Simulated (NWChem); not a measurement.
A series in which one site is exchanged, each optimised at PBE0/def2-SVP with NWChem, gas phase unless a solvent is named. For some, no frequency run checked for a minimum. def2 effective core potentials on Y, La; no spin-orbit coupling.

A: [Cl][La]([Cl])[Cl] (LaCl₃; site = La)
B: ClB(Cl)Cl (BCl3; site = B)
C: [Y]([Cl])([Cl])[Cl] (YCl3; site = Y)

Q: Rank them by static polarisability, CAM-B3LYP/def2-SVPD (bohr³), lowest first.

A: B (54.6), C (77.4), A (85.9)
